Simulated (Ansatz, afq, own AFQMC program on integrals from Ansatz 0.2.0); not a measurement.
**AlF⁻, quartet in aug-cc-pVDZ, levels against CCSDT(Q)**

```yaml
atoms:
  - { symbol: Al, position_ang: [0.0000, 0.0000, 0.0000] }
  - { symbol: F, position_ang: [0.0000, 0.0000, 1.7190] }
```

Basis aug-cc-pVDZ. Only valence electrons are correlated. AFQMC by an in-house program on the Cholesky factors that Ansatz 0.2.0 writes for its CCSD(T) run. ph-AFQMC/CISD is guided by a CISD state made of CCSD amplitudes; releasing the constraint for a short imaginary time cuts its bias at the price of noise, slowly where states lie close. Free projection: walkers drawn from exp(T), propagated without any constraint. Its projection time is finite, and what remains of the start isn't in its error. Error bars are statistical, one sigma.

Determinant: UHF, the one that the program's search chose, which needn't be the lowest solution. The geometry is a PBE0/def2-TZVPD stationary point of this or a neighbouring charge and spin state.

No full CI on the walks' own integrals is used here; CCSDT(Q) serves as the reference and is uncertain by about the last step of the cluster series.

Cautions: lower spins were not checked.

- T1 diagnostic: 0.0190
- weight of the determinant in the CISD state: 0.919
- ⟨S²⟩ of the determinant: 3.751
- size of the correlated space: 11 electrons in 44 orbitals

```json
{"level": "MP2", "correlation energy (eV)": "-6.5352"}
{"level": "CCSD", "correlation energy (eV)": "-6.7006"}
{"level": "CCSD(T)", "correlation energy (eV)": "-6.8621"}
```

Estimate where phaseless AFQMC with the Hartree–Fock trial lies against CCSD(T) on the same integrals.

6.4 ± 7.1 kJ/mol below CCSD(T). The gap is under twice the noise, so this walk alone can't tell the two apart.

Reference: CCSDT(Q), correlation energy -6.885 eV. The released energy is read at 1.62 1/Eh, later times being too noisy (meV from the phaseless value at times in 1/Eh: -23 ± 13 at 0.24, -41 ± 14 at 0.51, -50 ± 16 at 0.99, -30 ± 18 at 1.62, -27 ± 29 at 2.40).

```tsv
level	E − E(reference) (kJ/mol)	share of correlation (%)
CCSD(T)	2.2	99.66
CCSDT	1.0	99.86
ph-AFQMC/HF	-4.1 ± 7.1	100.62
ph-AFQMC/CISD	4.1 ± 1.0	99.39
released AFQMC	1.2 ± 1.8	99.83
free AFQMC	-0.4 ± 1.5	100.06
```

Free projections are given only where their last times agree within the noise and don't stop above the reference; a slow remainder of the start can still hide under it. A walk keeps the symmetry of its determinant, which the program's search chose and which needn't be the lowest solution, so a lower state of the same spin and another symmetry isn't excluded. Released energies are given only where the last usable release times agree within the noise; a slower fall can still hide under it.
